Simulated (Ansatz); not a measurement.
# PbO (Pbcm, No. 57)

Level of theory: r²SCAN+rVV10 (Ansatz, a program for electronic structure, PAW).

Numerical settings: plane-wave cutoff 560 eV, 8×6×6 k mesh (along the axes of the cell as run), Fermi–Dirac smearing 0.01 eV, scalar-relativistic PAW data made under PBE.

Cell: relaxed at this level.

| Property | Value |
|---|---|
| equilibrium volume per atom | 19.22 Å³/atom |
| bulk modulus | 24.7 GPa |
| band gap | 2.48 eV |
| smallest direct gap on the k points sampled | 2.78 eV |
| direct gap at Γ | 3.66 eV |

Note: the bulk modulus comes from volumes at which shape and atoms were relaxed.

Spin–orbit coupling is not included; with these elements it can move the gap by several tenths of an eV or more.

Computed values are for the static lattice.

It cost very roughly 40 core-minutes of CPU time.
